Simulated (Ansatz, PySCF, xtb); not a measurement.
Bonds broken one at a time in the series B F-H. Gas-phase values, no solvent. Strings in code marks are SMILES.

Quantity: homolytic bond dissociation enthalpy at 298 K (no spin–orbit term), in eV. Thermal and zero-point terms are GFN2-xTB rigid-rotor harmonic values (xtb).

Level 1: frozen-core MP2/cc-pVTZ // PBE0-D3(BJ)/def2-TZVP (Ansatz, an electronic-structure program)
Level 2: PBE/6-31G* // PBE0-D3(BJ)/def2-TZVP (PySCF)
Level 3: frozen-core MP2/6-31G* // PBE0-D3(BJ)/def2-TZVP (PySCF)
Level 4: HF/cc-pVTZ // PBE0-D3(BJ)/def2-TZVP (Ansatz)

```csv
species,level 1,level 2,level 3,level 4
"B–F bond of `BF`, giving `[BH2]` and `[F]`",7.57,7.64,7.36,5.51
"F–B bond of `FBF`, giving `[BH]F` and `[F]`",7.75,7.72,7.58,5.76
```
